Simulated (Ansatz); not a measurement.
**HF (triplet): the correlation ladder, def2-TZVPP**

The task here is to estimate one member of a computed series from the others.

The runs use Ansatz 0.2.0, Gaussian basis; def2-TZVPP, core rule «outside noble gas», up to 1 orbitals frozen.

To be run: UHF; ROHF; CCSD(T) on UHF.

2 further runs of the same task are left out: 2 set aside as unsound or not needed.

## What is computed

The geometry is a PBE0/def2-TZVP stationary point (not a proven minimum) of the parent state, kept for this charge and spin.

2 atoms, charge 0, spin multiplicity 3.

Atoms are counted from 1 here; the program's logs count them from 0.

Bond lengths: F1–H2 0.920 Å.

The first run:

The input, in.yaml:

```yaml
crystal:
  periodic: [false, false, false]
  atoms:
    - {symbol: F, position_ang: [0.000000, 0.000000, 0.000000]}
    - {symbol: H, position_ang: [0.000000, 0.000000, 0.920000]}
basis:
  gaussian: {orbitals: def2-TZVPP}
magnetization: {spin_polarized: true, initial_magnetization: 2}
hamiltonian: {xc: hf}
output: {orbitals: {seedname: orbitals}}
```

Started as:

```sh
$ ansatz run in.yaml --threads 1 --pin off --events-out ev --progress --plain --max-ram 4096MiB --backend cpu
```

Steps of the session up to this table: UHF; ROHF; CCSD(T) on UHF.

One table of the session follows, with a row left open; its other results are not shown here.

| method | from UCCSD(T) (meV) |
| --- | --- |
| ROHF | ? |
| UHF | +6141.1 |
| UMP2 | +482.3 |
| UCCSD | +109.5 |
| UCCSD(T) | 0 |

Q: Estimate the row for ROHF from the others.

The run gave: from UCCSD(T) (meV): +6290.5. In the column «from UCCSD(T) (meV)» it is the highest.
